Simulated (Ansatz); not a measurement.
A structure relaxed at PBE0-D4/def2-TZVP, charge 0, multiplicity 1:

Cartesian coordinates in Å:
```
N 1.117 0.949 -1.445
C 0.006 0.210 -0.868
C 0.202 0.050 0.629
C -0.957 -0.662 1.277
F -0.727 -0.817 2.633
H 1.980 0.431 -1.333
H 0.981 1.082 -2.439
H -0.148 -0.784 -1.320
H -0.909 0.782 -1.054
H 1.117 -0.519 0.825
H 0.330 1.036 1.083
H -1.103 -1.661 0.852
H -1.887 -0.095 1.163
```

(1) Give its formula and SMILES.

(2) Point group (tolerance 0.08 Å, 0.16 Å for H)?

(3) Summarise the bond lengths by kind.

Answers

(1) C3H8FN, `NCCCF`.

(2) C1.

(3) 1 × C–N 1.453 Å; 2 × H–N 1.012 to 1.013 Å; 2 × C–C 1.507 to 1.518 Å; 6 × C–H 1.093 to 1.103 Å; 1 × C–F 1.384 Å.

All numbers were calculated with Ansatz.
